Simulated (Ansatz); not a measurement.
**GeSiCl, quartet: the ladder up to UCCSDT(Q)**

Geometry: a PBE0/def2-TZVP stationary point for this spin, not checked as a minimum.

```yaml
atoms:
  - { symbol: Cl, position_ang: [0.0000, -0.4226, 2.2981] }
  - { symbol: Si, position_ang: [0.0000, 0.9383, 0.7268] }
  - { symbol: Ge, position_ang: [0.0000, -0.1565, -1.4026] }
```

Basis cc-pVDZ; Ansatz 0.2.0. Correlated methods freeze the noble-gas cores and the filled d shells of p-block atoms, which leaves 15 electrons in 39 orbitals. Prefix R: restricted or restricted open-shell reference; prefix U: unrestricted. Active spaces: valence = (13e, 11o, short of the full valence) chosen from the atoms' valence shells. No spin–orbit coupling is included, and no scalar relativity.

Full CI isn't at hand for all of this; UCCSDT(Q) serves as the reference, and is uncertain by about the last step of the cluster series. The frozen core follows each run's orbitals, which can shift R against U totals by a few meV for light atoms and by up to 0.1 eV past Ca.

* UHF ⟨S²⟩: 3.773
* T1 diagnostic (RCCSD): 0.0224
* largest doubles amplitude (RCCSD): 0.097
* T1 diagnostic (UCCSD): 0.0218

```
   level  E − E(UCCSDT(Q)) (meV)  share of correlation (%)  wall time
     UHF                    8392                      1.67          –
    UMP2                    1365                     84.01          –
   UCCSD                     362                     95.75          –
UCCSD(T)                      73                     99.14       18 s
  UCCSDT                      26                     99.69          –
```

The correlation energy at UCCSDT(Q), counted from RHF, is -8.535 eV. That run took 67 s on 1 thread of Arm Neoverse V2, shared host.

Run but not shown, since their state or frozen core can't be matched to the reference's or they repeat it: RHF, RMP2, CISD, RCCSD, RCCSD(T), BCCD(T), RCCSDT, RCCSDT(Q), CASSCF (valence space), NEVPT2 (valence space), MRCISD (valence space), MRCISD+Q (valence space).

Times hold each run's SCF and search for its determinant on a shared host, so for small cases they say little of a method's own cost; they ran on 1 thread of Arm Neoverse V2.

Natural occupations of CASSCF (valence space) about the gap: 1.993 1.985 1.980 1.928 1.017 0.999 0.980 0.064 0.034 0.025; effectively unpaired electrons, Σ n²(2−n)², 3.04.
